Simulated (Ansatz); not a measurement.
Ansatz (a program for electronic structure) input (B3LYP-D3(BJ)/def2-TZVP):

Ansatz 0.2 input:
```yaml
crystal:
  periodic: [false, false, false]
  atoms:
    - {symbol: P, position_ang: [0.00516854, -0.00153424, 0.11648047]}
    - {symbol: H, position_ang: [-0.05009241, 1.03292111, -0.85964720]}
    - {symbol: H, position_ang: [-0.02743573, -1.00990756, -0.88755990]}
basis:
  gaussian:
    orbitals: def2-TZVP
hamiltonian:
  xc: b3lyp
  dispersion: d3bj
magnetization: {spin_polarized: true, initial_magnetization: 1}
phonons: {temperatures: {t_min: 298.15, t_max: 298.15, t_step: 100}}
```

Output:

```
Functional definition: B3LYP
integrals: 0.01 GiB planned
370 factors; their error is unknown
mean field: 0.11 GiB planned
mean field evaluation 1: about -9320.5313 eV, gradient 7.2e0 eV
mean field evaluation 2: about -9320.7961 eV, gradient 4.5e0 eV
mean field evaluation 4: about -9320.9014 eV, gradient 1.5e-1 eV
mean field evaluation 8: about -9320.9082 eV, gradient 1.1e-2 eV
mean field -9320.90822210 eV, -342.5370592236 hartree, gradient 1.9e-5 eV, S^2 0.755104; 0 other end points of the search recorded, 0 dependent functions left out
the calculation of the forces begins
reference -9320.90839927 eV, -342.5370657347 hartree; 9, 8 occupied and 40, 41 virtual orbitals, 370 factors
these checks for a lower state are left out or cut short: stability, starts, cluster_reference, orbital_swaps, neighbouring_geometries, increment
integrals: 0.01 GiB planned
370 factors; their error is unknown
mean field: 0.11 GiB planned
mean field evaluation 16: about -9320.9015 eV, gradient 6.5e-2 eV
mean field -9320.90817630 eV, -342.5370575407 hartree, gradient 6.4e-7 eV, S^2 0.755105; 0 other end points of the search recorded, 0 dependent functions left out
the calculation of the forces begins
reference -9320.90835347 eV, -342.5370640516 hartree; 9, 8 occupied and 40, 41 virtual orbitals, 370 factors
these checks for a lower state are left out or cut short: stability, starts, cluster_reference, orbital_swaps, neighbouring_geometries, increment
integrals: 0.01 GiB planned
370 factors; their error is unknown
mean field: 0.11 GiB planned
mean field -9320.90817640 eV, -342.5370575443 hartree, gradient 5.7e-7 eV, S^2 0.755102; 0 other end points of the search recorded, 0 dependent functions left out
the calculation of the forces begins
reference -9320.90835358 eV, -342.5370640555 hartree; 9, 8 occupied and 40, 41 virtual orbitals, 370 factors
these checks for a lower state are left out or cut short: stability, starts, cluster_reference, orbital_swaps, neighbouring_geometries, increment
integrals: 0.01 GiB planned
370 factors; their error is unknown
mean field: 0.11 GiB planned
mean field evaluation 32: about -9320.9082 eV, gradient 1.2e-5 eV
mean field -9320.90818959 eV, -342.5370580290 hartree, gradient 1.3e-6 eV, S^2 0.755102; 0 other end points of the search recorded, 0 dependent functions left out
the calculation of the forces begins
reference -9320.90836677 eV, -342.5370645403 hartree; 9, 8 occupied and 40, 41 virtual orbitals, 370 factors
these checks for a lower state are left out or cut short: stability, starts, cluster_reference, orbital_swaps, neighbouring_geometries, increment
integrals: 0.01 GiB planned
370 factors; their error is unknown
mean field: 0.11 GiB planned
mean field -9320.90818936 eV, -342.5370580207 hartree, gradient 1.8e-6 eV, S^2 0.755105; 0 other end points of the search recorded, 0 dependent functions left out
the calculation of the forces begins
reference -9320.90836653 eV, -342.5370645315 hartree; 9, 8 occupied and 40, 41 virtual orbitals, 370 factors
these checks for a lower state are left out or cut short: stability, starts, cluster_reference, orbital_swaps, neighbouring_geometries, increment
integrals: 0.01 GiB planned
370 factors; their error is unknown
mean field: 0.11 GiB planned
mean field -9320.90820164 eV, -342.5370584720 hartree, gradient 1.8e-6 eV, S^2 0.755102; 0 other end points of the search recorded, 0 dependent functions left out
the calculation of the forces begins
reference -9320.90837880 eV, -342.5370649822 hartree; 9, 8 occupied and 40, 41 virtual orbitals, 370 factors
these checks for a lower state are left out or cut short: stability, starts, cluster_reference, orbital_swaps, neighbouring_geometries, increment
integrals: 0.01 GiB planned
370 factors; their error is unknown
mean field: 0.11 GiB planned
mean field -9320.90820501 eV, -342.5370585956 hartree, gradient 1.5e-6 eV, S^2 0.755105; 0 other end points of the search recorded, 0 dependent functions left out
the calculation of the forces begins
reference -9320.90838221 eV, -342.5370651075 hartree; 9, 8 occupied and 40, 41 virtual orbitals, 370 factors
Total energy: -9320.95085006 eV, -342.5386257724 hartree
Atom 0 at     0.005169    -0.001534     0.116480 Å, force    -0.000009     0.000003    -0.000209 eV/Å
Atom 1 at    -0.050092     1.032921    -0.859647 Å, force     0.000002     0.000210     0.000108 eV/Å
Atom 2 at    -0.027436    -1.009908    -0.887560 Å, force     0.000007    -0.000213     0.000102 eV/Å
Dipole moment:    -0.005274     0.001566    -0.118862 e Å
Vibrations: 1128.40 2365.46 2373.39 cm⁻¹, zero-point energy 0.363723 eV
```
